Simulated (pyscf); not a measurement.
PySCF, gas phase, ωB97X-D3(BJ)/def2-SVP geometries.

Task: For the elementary gas-phase step H₂N–InH₂ + H₂S -> H₂N–InH–SH + H₂ (singlet surface; H–In, H–S broken, In–S, H–H formed), what barrier and reaction energy does ωB97M-D3(BJ)/def2-TZVP give, measured from the separated reactants?

Result: ΔE‡ = 17.2 kcal/mol, ΔE = -15.6 kcal/mol. Zero-point energy shifts the barrier by +0.4 kcal/mol. It is a four-centre exchange, with an imaginary mode of 1350i cm⁻¹. On the reactant side the descent ends in an adduct with a In–S contact (not fully relaxed), 10.5 kcal/mol under the separated species and 22.9 kcal/mol under the saddle at ωB97X-D3(BJ)/def2-TZVP. What is counted as formed (In–S) is already present as a longer contact in the reactant adduct; forming that adduct is a step of its own. At ωB97X-D3(BJ)/def2-TZVP the barrier from the zero used here is 12.4 kcal/mol. This is the saddle that the search found; another between the same sides may lie lower. Elements past Kr carry the def2 core potentials, without spin-orbit coupling.
